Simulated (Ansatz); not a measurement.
We consider 1T (CdI2-type) PtSe2, described by PBE0-D4 (PAW; Ansatz, an electronic-structure program).

Settings: plane-wave cutoff 520 eV, 6×6×6 k mesh, Fermi–Dirac smearing 0.01 eV, scalar-relativistic PAW data made under PBE.

Starting structure:

```
CELL_PARAMETERS angstrom
      3.73000     0.00000     0.00000
     -1.86500     3.23027     0.00000
      0.00000     0.00000     5.08000
ATOMIC_POSITIONS crystal
  Pt 0.00000 0.00000 0.00000
  Se 0.33333 0.66667 0.25500
  Se 0.66667 0.33333 0.74500
```

Task: Into what structure does the relaxation of cell and atoms lead at this level, with the symmetry of the start kept?

Result: The volume falls by 2.7 %; final space group P-3m1.
```
CELL_PARAMETERS angstrom
      3.71040     0.00000     0.00000
     -1.85520     3.21330     0.00000
      0.00000     0.00000     4.99477
ATOMIC_POSITIONS crystal
  Pt 0.00000 0.00000 0.00000
  Se 0.33333 0.66667 0.25549
  Se 0.66667 0.33333 0.74451
```

Note: the solid has no gap at this level, which affects its response.
